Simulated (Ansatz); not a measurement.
Calculation: Ansatz (a quantum-chemistry and plane-wave program) with CAM-B3LYP-D3(BJ)/def2-TZVP. No frequencies were computed at this level.

Ansatz 0.2 input:
```yaml
crystal:
  periodic: [false, false, false]
  atoms:
    - { symbol: S, position_ang: [0.665621, -0.000003, -0.000002] }
    - { symbol: H, position_ang: [-0.665621, 0.000003, 0.000002] }
basis:
  gaussian: { orbitals: def2-tzvp }
hamiltonian:
  xc: cam_b3lyp
  dispersion: d3bj
relax:
  max_steps: 150
magnetization:
  spin_polarized: true
  initial_magnetization: 1
```

Output:

```
Functional definition: CAM-B3LYP
315 factors; their error is unknown
87 factors; integrals over basis functions are off by at most 2.5e-5 eV
mean field evaluation 1: about -10850.7470 eV, gradient 5.4e0 eV
mean field evaluation 2: about -10850.8929 eV, gradient 3.0e0 eV
mean field evaluation 4: about -10850.9272 eV, gradient 1.2e-1 eV
mean field evaluation 8: about -10850.9456 eV, gradient 1.2e-2 eV
mean field evaluation 16: about -10850.9456 eV, gradient 7.4e-5 eV
mean field -10850.94561196 eV, -398.7648962043 hartree, gradient 7.4e-5 eV, S^2 0.754218; 0 other end points of the search recorded, 0 dependent functions left out
reference -10850.94568500 eV, -398.7648988885 hartree; 9, 8 occupied and 34, 35 virtual orbitals, 315 factors
relax step   1: F+E_penalty+E_count = -10850.95260268 eV  Δ(F+E_penalty+E_count) = +0.000e0 eV  max|allowed force component| = 3.223e-1 eV/Å  Δτ_max = 0.0000 Å  (27 SCF iters, accepted)
these checks for a lower state are left out or cut short: starts, cluster_reference, orbital_swaps, neighbouring_geometries, increment
315 factors; their error is unknown
87 factors; integrals over basis functions are off by at most 2.6e-5 eV
mean field -10850.94720991 eV, -398.7649549282 hartree, gradient 1.3e-5 eV, S^2 0.754220; 0 other end points of the search recorded, 0 dependent functions left out
reference -10850.94728303 eV, -398.7649576150 hartree; 9, 8 occupied and 34, 35 virtual orbitals, 315 factors
relax step   2: F+E_penalty+E_count = -10850.95420071 eV  Δ(F+E_penalty+E_count) = -1.598e-3 eV  max|allowed force component| = 1.256e-1 eV/Å  Δτ_max = 0.0036 Å  (31 SCF iters, accepted)
these checks for a lower state are left out or cut short: starts, cluster_reference, orbital_swaps, neighbouring_geometries, increment
315 factors; their error is unknown
87 factors; integrals over basis functions are off by at most 2.6e-5 eV
mean field -10850.94750419 eV, -398.7649657426 hartree, gradient 2.2e-5 eV, S^2 0.754222; 0 other end points of the search recorded, 0 dependent functions left out
reference -10850.94757735 eV, -398.7649684312 hartree; 9, 8 occupied and 34, 35 virtual orbitals, 315 factors
relax step   3: F+E_penalty+E_count = -10850.95449504 eV  Δ(F+E_penalty+E_count) = -2.943e-4 eV  max|allowed force component| = 2.033e-3 eV/Å  Δτ_max = 0.0023 Å  (25 SCF iters, accepted)
315 factors; their error is unknown
87 factors; integrals over basis functions are off by at most 2.6e-5 eV
mean field evaluation 32: about -10850.9292 eV, gradient 5.2e-2 eV
mean field -10850.94750419 eV, -398.7649657426 hartree, gradient 2.2e-5 eV, S^2 0.754222; 1 other end points of the search recorded, 0 dependent functions left out
reference -10850.94757735 eV, -398.7649684312 hartree; 9, 8 occupied and 34, 35 virtual orbitals, 315 factors
Total energy: -10850.95456820 eV, -398.7652253403 hartree
Atom 0 at     0.671515    -0.000003    -0.000002 Å, force     0.002033    -0.000000    -0.000000 eV/Å
Atom 1 at    -0.671515     0.000003     0.000002 Å, force    -0.002033     0.000000     0.000000 eV/Å
Dipole moment:    -0.185861     0.000001     0.000001 e Å
```

Cost: about 2.4 core-seconds (a rough figure).
